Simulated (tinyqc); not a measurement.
Hueckel theory of the pi electrons, for the molecule C=C (SMILES; centres numbered as the heavy atoms are written), step by step. One step of it, computed by the program tinyqc.

Task: Orbitals. Diagonalise; E = alpha + x beta with beta < 0, so the largest x are filled first; degenerate levels share their electrons. P = sum n_i c_ri c_si; each orbital has its largest coefficient positive (the first on a tie).

Hueckel matrix in units of beta (H = alpha + beta A):
```
          1C        2C
1C  0.000000  1.000000
2C  1.000000  0.000000
```

pi electrons, sum of z_r less the charge = 2

Give: x values; occupations; coefficients; charge and bond-order matrix P.

Result:

x values: 1.0000  -1.0000

occupations: 2.0000  0.0000

coefficients:
```
       MO1      MO2
1C  0.7071   0.7071
2C  0.7071  -0.7071
```

charge and bond-order matrix P:
```
        1C      2C
1C  1.0000  1.0000
2C  1.0000  1.0000
```
